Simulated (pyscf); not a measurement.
Thermochemistry of product channels of `[F][Sn]([F])([F])[F]` + `[ClH]` on the singlet surface, in kJ/mol, from CCSD(T)/def2-TZVPP + ΔMP2(QZVPP) energies (ideal gas, 1 atm, RRHO with modes under 100 cm⁻¹ raised to 100, one conformer, R ln 2 for chiral ones without a mode under 150 cm⁻¹). Structures and frequencies: ωB97X-D3(BJ)/def2-SVP in PySCF. Correlated levels are frozen-core, on RHF or UHF. ΔMP2 is the change of the MP2 total energy from the triple- to the quadruple-zeta basis.

```tsv
products	ΔE	ΔH(298 K)	ΔG(900 K)	ΔG(1200 K)
`[F][Cl]` + `[F][SnH]([F])[F]`	(withheld)	+321.1	+306.5	(withheld)
`[FH]` + `[F][Sn]([F])([F])[Cl]`	-44.5	-39.3	-47.1	-49.9
```

Question: Fill in the missing entries.

Answer: 
- `[F][Cl]` + `[F][SnH]([F])[F]`, ΔE: +324.1
- `[F][Cl]` + `[F][SnH]([F])[F]`, ΔG(1200 K): +302.0

These are energies of the channels, which say nothing of barriers. The CCSD(T) − MP2 part came from Ansatz, without density fitting, on the same reference. The frozen core leaves the outer d or s,p core shells of the metals and heavy elements correlated in the MP2 and CC values, and def2-TZVPP describes them poorly, which can shift differences by a few kcal/mol. Elements past Kr carry the def2 core potentials, without spin-orbit coupling.
